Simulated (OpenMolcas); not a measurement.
## BH2F: a line through the functionals

The species is BH2F (4 atoms), meant as a singlet with charge 0. As SMILES, `BF`. The shape is that of a PBE0-D4/def2-TZVP optimisation.

The HOMO–LUMO gap y, in eV, basis cc-pVTZ; a is the functional's share of exact exchange. Programs: OpenMolcas 26.06.

| functional | program | a | y (eV) |
| --- | --- | --- | --- |
| revPBE | OpenMolcas | 0 | 5.63 |
| r2SCAN | OpenMolcas | 0 | 6.36 |
| B3LYP | OpenMolcas | 0.2 | 7.72 |
| PBE0 | OpenMolcas | 0.25 | ? |
| BHLYP | OpenMolcas | 0.5 | 10.79 |

Fit y = c + s·a to the known rows and predict PBE0.


1. Means of the 4 rows: a = 0.1750, y = 7.625.
2. Σ(Δa)² = 0.1675, Σ(Δa·Δy) = 1.6015, so the slope is 1.6015/0.1675 = 9.5612.
3. Intercept: 7.625 − (9.5612) × 0.1750 = 5.952. The largest residual of the fit is 0.41.
4. PBE0: 5.952 + (9.5612) × 0.25 = 8.34 eV.

The run gave 8.20 eV, so the prediction is off by +0.14 eV, within the scatter of the fit. Exact exchange lowers occupied levels and raises empty ones. The rows mix families of semi-local functionals, which the line can't see.
